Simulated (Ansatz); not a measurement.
# BHS (triplet): wave-function methods side by side, def2-TZVPP

An exercise on one series of results from a longer session: the logs are not shown, and one member is left open.

Program: Ansatz 0.2.0, Gaussian basis. Level of theory: def2-TZVPP, core rule «outside noble gas», up to 6 orbitals frozen. These are calculated values, not measurements.

To be run: UHF; ROHF; CCSD(T) on UHF.

2 further runs of the same task are left out: 2 set aside as unsound or not needed.

### The system

The geometry is a PBE0/def2-TZVP stationary point (not a proven minimum) of the parent state, kept for this charge and spin.

3 atoms, charge 0, spin multiplicity 3.

Atoms are counted from 1 here; the program's logs count them from 0.

Bond lengths: B1–S2 1.598 Å, B1–H3 1.175 Å. Angles: S2–B1–H3 180.0°.

The first run:

Contents of in.yaml:

```yaml
crystal:
  periodic: [false, false, false]
  atoms:
    - {symbol: B, position_ang: [0.000000, 0.000000, 0.140933]}
    - {symbol: S, position_ang: [0.000000, 0.000000, -1.456867]}
    - {symbol: H, position_ang: [0.000000, 0.000000, 1.315933]}
basis:
  gaussian: {orbitals: def2-TZVPP}
magnetization: {spin_polarized: true, initial_magnetization: 2}
hamiltonian: {xc: hf}
output: {orbitals: {seedname: orbitals}}
```

The run is started by

```bash
$ ansatz run in.yaml --threads 1 --pin off --events-out ev --progress --plain --max-ram 4096MiB --backend cpu
```

Among the steps run: UHF; ROHF; CCSD(T) on UHF.

One table of the session follows, with a row left open; its other results are not shown here.

```
  method  from UCCSD(T) (kcal/mol)
    ROHF                   +170.40
     UHF                   +164.06
    UMP2                    +27.95
   UCCSD                         ?
UCCSD(T)                         0
```

**Question.** Estimate the row for UCCSD.

As computed: from UCCSD(T) (kcal/mol): +6.87. In the column «from UCCSD(T) (kcal/mol)» it lies between UCCSD(T) (0) and UMP2 (+27.95).
